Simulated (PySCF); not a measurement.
Species: C3H5FS.
Z-matrix (Å and degrees, PBE0-D3(BJ)/def2-SVP geometry), rows numbered from 1:
```
C 
C   1  1.3323
F   2  1.3356  1  120.89
S   2  1.7545  1  124.65  3  -176.07
C   4  1.8097  2  100.46  1  -141.68
H   1  1.0891  2  120.11  3  -176.44
H   1  1.0915  2  119.99  3     4.71
H   5  1.0982  4  106.03  2  -176.24
H   5  1.0990  4  111.37  2    65.02
H   5  1.0975  4  110.58  2   -58.01
```

Linear response at CAM-B3LYP/def2-SVPD (PySCF, frozen core in the response, non-relativistic).

Static isotropic polarisability: 60.92 au (9.03 Å³), principal values 46.6, 53.8, 82.5 au.

(1) What is the polarisability at 1064 nm and at the sodium D line?

(2) What is the isotropic C6 coefficient between two such molecules, C6 = (3/π)∫α(iω)² dω?

(3) Which effective excitation energy ω̄ makes London's formula C6 = (3/4)α²ω̄ exact here?

(4) What molar refraction at the D line follows from R = (4π/3)·N_A·α′, with α′ the polarisability volume?

(5) How anisotropic is the static polarisability, by Δα² = ½[(α1 − α2)² + (α2 − α3)² + (α3 − α1)²]?

(6) How many electrons N does the Slater–Kirkwood formula C6 = (3/4)·√N·α^(3/2) need to give this C6?

(7) The lowest 6 singlets have (eV, f): 5.39, 0.072; 6.11, 0.108; 6.33, 0.012; 6.95, 0.008; 7.29, 0.170; 7.36, 0.030. What share of the static polarisability do they carry in the sum over states α = Σ f/ω²?

(8) What n − 1 at the D line would an ideal gas of it have at 273.15 K and 1 atm (2.6868 × 10¹⁹ cm⁻³), by n − 1 = 2π·N·α′?

(9) What three-body coefficient follows from the one-pole estimate C9 = (3/4)·α·C6?

Answers

(1) 61.59 au at 1064 nm (+1.1 %), 63.20 au at 589.3 nm (+3.7 %). The rise at 589.3 nm is 3.44 times that at 1064 nm; a pure ω² law gives 3.26. The lowest singlet lies at 230 nm, shorter than both wavelengths.

(2) 1431 au (Eh·bohr⁶) by a ten-point quadrature over imaginary frequencies, which is 855 eV·Å⁶ or 82.5 J·nm⁶/mol.

(3) ω̄ = 4·C6/(3α²) = 0.514 Eh = 14.0 eV. A one-pole form α(ω) = α/(1 − ω²/ω̄²) fitted to the 1064 nm value gives 11.2 eV. London's choice of the ionisation energy (8.88 eV, ΔSCF at the same level) gives C6 = 908 au, 37 % too low.

(4) α′ = 9.37 Å³ gives R = 23.63 cm³/mol, for isolated, non-vibrating species.

(5) Δα = 32.9 au, or 0.54 of the isotropic value.

(6) N = (4·C6/3)²/α³ = 16.1; the species has 48 electrons in all.

(7) 7.10 au, 11.7 % of α; the largest term, 2.37 au, is that of the state at 7.29 eV. Their oscillator strengths add up to 0.40. Higher states carry the rest.

(8) 15.81 × 10⁻⁴, a formal value whether or not that pressure can be reached.

(9) 65400 au. This is an estimate from the two numbers above, not a computed integral.

One conformer stands for the species.
